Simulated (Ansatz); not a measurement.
# B3LYP/6-31G(d) (spherical functions) run of CH2BN (SMILES BC#N)

What is the vertical ionisation energy of CH2BN at B3LYP/6-31G* (spherical functions)? 

The results are computed with Ansatz 0.2.0.

65 further runs of the same task are left out: 65 set aside as unsound or not needed. Runs told in other sessions of the task aren't counted.

### Step 1. The molecule

The species is CH2BN (5 atoms), meant as a singlet with charge 0. SMILES: `BC#N`. Geometry: relaxed at PBE0-D4/def2-TZVP.

Bond lengths: B1–C2 1.522 Å, C2–N3 1.154 Å, B1–H4 1.189 Å, B1–H5 1.189 Å. Angles: B1–C2–N3 180.0°, C2–B1–H4 118.9°, C2–B1–H5 118.9°, H4–B1–H5 122.2°.

### Step 2. The energy at B3LYP/6-31G(d) (spherical functions)

Input file input.yaml:

```yaml
basis:
  gaussian:
    orbitals: 6-31G_st_-spherical.json
crystal:
  periodic: [false, false, false]
  atoms:
    - {symbol: B, position_ang: [-0.219200, 0.441300, -0.341900]}
    - {symbol: C, position_ang: [0.352700, -0.696700, 0.490700]}
    - {symbol: N, position_ang: [0.786500, -1.559600, 1.122200]}
    - {symbol: H, position_ang: [-0.744300, 0.187400, -1.377600]}
    - {symbol: H, position_ang: [-0.125900, 1.554000, 0.065300]}
hamiltonian:
  xc: {name: B3LYP}
accuracy: high
output: {orbitals: {seedname: orbitals}}
```

The basis set 6-31G* is read from a file made from the Basis Set Exchange's data (not shown).

Command:

```
$ ansatz run input.yaml --threads 1 --pin off --max-ram 3480MiB --events-out events.jsonl --progress --plain --runs-dir runs
```

The program printed:

```text
Warning: RAYON_NUM_THREADS=1 ignored (pool sized by the plan → 1); use --threads N
Functional definition: B3LYP
  name "B3LYP"
  parameter a0 = 0.2
  parameter ax = 0.72
  parameter ac = 0.81
  exchange = (1 - a0 - ax)*slater_x + ax*b88_x + a0*exact_x
  correlation = (1 - ac)*vwn_rpa_c + ac*lyp_c
994 factors; integrals over basis functions are off by at most 2.7e-9 eV
mean field evaluation 1: about -3231.7469 eV, gradient 3.5e1 eV
mean field evaluation 2: about -3222.8959 eV, gradient 6.8e1 eV
mean field evaluation 4: about -3234.6815 eV, gradient 2.5e0 eV
mean field evaluation 8: about -3234.6916 eV, gradient 3.7e-2 eV
mean field evaluation 16: about -3234.6916 eV, gradient 1.1e-7 eV
mean field -3234.69163010 eV, -118.8727248533 hartree, gradient 3.4e-8 eV, S^2 0.000000; 0 other end points of the search recorded, 0 dependent functions left out
reference -3234.69165846 eV, -118.8727258956 hartree; 10, 10 occupied and 36, 36 virtual orbitals, 994 factors
Total energy: -3234.69165846 eV, -118.8727258956 hartree
```

Wall time 1.6 s (1 thread of Arm Neoverse V2, shared host); peak memory 0.11 GiB.

### Step 3. The doublet cation

Input file run.yaml:

```yaml
crystal:
  periodic: [false, false, false]
  atoms:
    - {symbol: B, position_ang: [-0.219200, 0.441300, -0.341900]}
    - {symbol: C, position_ang: [0.352700, -0.696700, 0.490700]}
    - {symbol: N, position_ang: [0.786500, -1.559600, 1.122200]}
    - {symbol: H, position_ang: [-0.744300, 0.187400, -1.377600]}
    - {symbol: H, position_ang: [-0.125900, 1.554000, 0.065300]}
basis:
  gaussian: {orbitals: 6-31G_st_-spherical.json}
output: {orbitals: {seedname: orbitals}}
total_charge: 1
magnetization: {spin_polarized: true, initial_magnetization: 1}
accuracy: high
hamiltonian: {xc: {name: B3LYP}}
```

The basis set 6-31G* is read from a file made from the Basis Set Exchange's data (not shown).

Command:

```
$ ansatz run run.yaml --threads 1 --pin off --max-ram 3480MiB --events-out events.jsonl --progress --plain --runs-dir runs
```

The program printed (excerpt; [...] marks lines left out):

```text
Warning: RAYON_NUM_THREADS=1 ignored (pool sized by the plan → 1); use --threads N
[... 7 set-up lines as earlier in the session ...]
993 factors; integrals over basis functions are off by at most 2.7e-9 eV
mean field evaluation 1: about -3211.4922 eV, gradient 4.3e1 eV
mean field evaluation 2: about -3109.4971 eV, gradient 1.1e2 eV
mean field evaluation 4: about -3221.6900 eV, gradient 1.1e1 eV
mean field evaluation 8: about -3222.3375 eV, gradient 8.4e-1 eV
mean field evaluation 16: about -3222.4850 eV, gradient 1.4e-3 eV
mean field evaluation 32: about -3222.4391 eV, gradient 2.4e0 eV
mean field -3222.48498557 eV, -118.4241389409 hartree, gradient 6.0e-8 eV, S^2 0.758706; 4 other end points of the search recorded, 0 dependent functions left out
reference -3222.48501322 eV, -118.4241399571 hartree; 10, 9 occupied and 36, 37 virtual orbitals, 993 factors
Total energy: -3222.48501322 eV, -118.4241399571 hartree
```

It took 4.2 s on 1 thread of Arm Neoverse V2, shared host; peak memory 0.15 GiB.

### Step 4. Outcome

Level: B3LYP/6-31G* (spherical functions).

| quantity | value |
| --- | --- |
| singlet CH2BN: total energy | -118.87273 Eh |
| singlet CH2BN: HOMO energy | -9.26 eV |
| singlet CH2BN: LUMO energy | -3.25 eV |
| singlet CH2BN: HOMO–LUMO gap | 6.01 eV |
| doublet cation: total energy | -118.42414 Eh |
| doublet cation: HOMO energy (highest over α and β) | -18.15 eV |
| doublet cation: LUMO energy (lowest over α and β) | -15.15 eV |
| doublet cation: ⟨S²⟩ | 0.759 |
| vertical ionisation energy (to the doublet cation) | 12.207 eV |

What this shows: Removing an electron at fixed nuclei costs 12.21 eV (281 kcal/mol). The negative HOMO energy of the first species, 9.26 eV, lies 2.95 eV below that difference.
